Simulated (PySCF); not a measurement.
**Li: ionisation energy**

Li [He] 2s1 (2S) → Li⁺ 1s2 (1S), as a difference of total energies. Calculation: PySCF 2.14, in cc-pVDZ (3s2p1d, 14 functions); no relativity, point nucleus. The calculations carry no spin-orbit coupling.

```tsv
method	ionisation energy (eV)
UHF	5.342
PBE0	5.563
r2SCAN	5.384
```

For comparison: 5.392 eV (measured; NIST Atomic Spectra Database, ionization energies).
